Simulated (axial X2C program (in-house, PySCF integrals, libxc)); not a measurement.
Worked dissociation energy of MgH: PBE0, spin-free

Computed with an axial X2C code built on PySCF integrals. Spin-free means the one-electron spin-free X2C Hamiltonian. Basis: Mg dyall-cv3z [9s8p6d3f], H dyall-v3z [6s2p1d] (cores contracted in-house); Gaussian nuclei, density fitting, unrestricted open shells. Masses: Mg 23.985 u, H 1.008 u.

Molecular state: M_S = 1/2, Λ = 0 (beyond evenly filled blocks: σα).

```
E(Mg) (2M_S = 0, M_L = 0) : -200.280670 hartree
E(H) (2M_S = 1, M_L = 0)  : -0.501324 hartree
E(MgH) at Re              : -200.834116 hartree
ωe                        : 1468.7 cm⁻¹
ωexe                      : 29.1 cm⁻¹
```

(1) Work out De and D0.

The state is one determinant whose occupation by symmetry is held fixed; it was picked as the lowest of a PBE0 search that is not exhaustive. De is counted from the lowest determinant-based energies of the atoms at the same level, without counterpoise correction.

Each atomic determinant is the lowest at this level and need not be a pure term. Totals compare only within one Hamiltonian and basis.

Results:

(1) De = -200.280670 + (-0.501324) − (-200.834116) = 0.05212 hartree = 1.418 eV. The zero-point energy is ωe/2 − ωexe/4 = 727 cm⁻¹ = 0.090 eV, so D0 = 1.328 eV.
